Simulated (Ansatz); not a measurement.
## Cost against result

Saddle point of CH₈BN, singlet (CH₅B ([BH2][CH3]) + NH₃ → BNH₄ ([BH2][NH2]) + CH₄; bonds formed: C2–H5; dative contacts that become bonds: B1–N6; bonds broken: B1–C2, H5–N6), PBE0-D4/def2-TZVP structure:

```
11
angstrom
B -0.6069 -0.3731 -0.3200
C 0.7653 0.7916 -0.6293
H -0.3690 -1.3101 -1.0314
H -1.5976 0.2678 -0.5407
H 0.3998 0.1510 0.5151
N -0.3958 -0.6839 1.2080
H 0.4449 0.8653 -1.6688
H 0.7277 1.8000 -0.2079
H 1.7964 0.4276 -0.6346
H -1.0807 -0.3282 1.8539
H -0.0841 -1.6082 1.4557
```

Barriers are electronic and count from the start structure reached by relaxing down the imaginary mode.

Program: Ansatz 0.2.0. Basis: as named in each row. Cores are frozen in the correlated methods. B3LYP uses VWN-RPA correlation. Extrapolation: Hartree–Fock as exp(−7.88 √X), correlation as X^−2.97.

Times are rough, for one single point on 2 threads of a shared host (Arm Neoverse V1).

The estimate by CCSD(T) at an estimated basis limit (MP2 extrapolated from triple and quadruple zeta, plus CCSD(T) − MP2 in triple zeta) is 1.908 eV.

| method | basis | time (s) | barrier (eV) | method less estimate |
| --- | --- | --- | --- | --- |
| HF | STO-3G | under 1 | 3.364 | 1.456 |
| PBE-D4 | STO-3G | under 1 | 2.204 | 0.296 |
| SPW92 | def2-SVP | under 1 | 1.447 | -0.461 |
| B3LYP-D4 | 6-31G | under 1 | 1.939 | 0.031 |
| PBE-D4 | def2-SVP | under 1 | 1.598 | -0.310 |
| PBE0-D4 | def2-SVP | under 1 | 1.758 | -0.150 |
| SPW92 | def2-TZVPP | 1 | 1.487 | -0.421 |
| PBE-D4 | def2-TZVPP | 2 | 1.625 | -0.283 |
| BLYP-D4 | def2-TZVPP | 2 | 1.750 | -0.159 |
| CCSD(T) | def2-SVP | 2 | 2.044 | 0.136 |
| BHLYP-D4 | def2-TZVPP | 2 | 2.025 | 0.116 |
| PBE0-D4 | def2-TZVPP | 3 | 1.767 | -0.141 |
| B3LYP-D4 | def2-TZVPP | 3 | 1.850 | -0.058 |
| CAM-B3LYP-D4 | def2-TZVPP | 3 | 1.881 | -0.027 |
| r2SCAN-D4 | def2-TZVPP | 4 | 1.736 | -0.172 |
| r2SCAN0-D4 | def2-TZVPP | 4 | 1.830 | -0.078 |
| wB97M-V | def2-SVP | 4 | 1.834 | -0.075 |
| PBE-QIDH | def2-TZVPP | 4 | 1.874 | -0.034 |
| B2PLYP | def2-TZVPP | 5 | 1.885 | -0.024 |
| RPA on PBE | def2-TZVPP | 5 | 1.934 | 0.026 |
| wB97X-V | def2-TZVPP | 8 | 1.875 | -0.033 |
| B97M-V | def2-TZVPP | 8 | 1.895 | -0.014 |
| wB97M-V | def2-TZVPP | 8 | 1.859 | -0.050 |
| MP2 | def2-QZVPP | 20 | 1.847 | -0.061 |
| CCSD(T) | def2-TZVPP | 53 | 1.942 | 0.033 |

All methods are single points on the PBE0-D4 structures.

The T1 diagnostic stays at or below 0.012.

The step is the kind of exchange with an N–H group that builds nitride films in atomic layer and chemical vapour deposition.

Labels in which every atom is bracketed show which atoms are joined, not bond orders.
